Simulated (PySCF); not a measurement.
CH4, SMILES C (connectivity only; charge and spin as stated), charge +1, multiplicity 2. Atoms are numbered in the order given.

```xyz
5

C      0.0000     0.0000     0.0000
H     -0.7469    -0.7469    -0.3753
H     -0.7469     0.7469     0.3753
H      0.7469    -0.7469     0.3753
H      0.7469     0.7469    -0.3753
```
Charge +1, spin multiplicity 2.

The structure is a stationary point at ωB97X-D3(BJ)/def2-TZVPD. The spin state was assumed, not searched.

All values below come from B3LYP/def2-TZVPD in PySCF.

Mulliken values depend strongly on the basis, most of all with diffuse functions as here. ESP charges are fitted to the potential on shells at 1.4 to 2.0 van der Waals radii. Atomic charges (e):

| atom | Mulliken | meta-Löwdin | ESP fit | Mulliken spin |
|---|---|---|---|---|
| C1 | -0.67 | ? | -0.29 | 0.56 |
| H2 | 0.42 | ? | 0.32 | 0.11 |
| H3 | 0.42 | ? | 0.32 | 0.11 |
| H4 | 0.42 | ? | 0.32 | 0.11 |
| H5 | 0.42 | ? | 0.32 | 0.11 |

Question: Fill in the missing entries. (The exact figures need the calculation; the answer reports its results.)

Answer: 
- C1, meta-Löwdin: -0.23
- H2, meta-Löwdin: 0.31
- H3, meta-Löwdin: 0.31
- H4, meta-Löwdin: 0.31
- H5, meta-Löwdin: 0.31
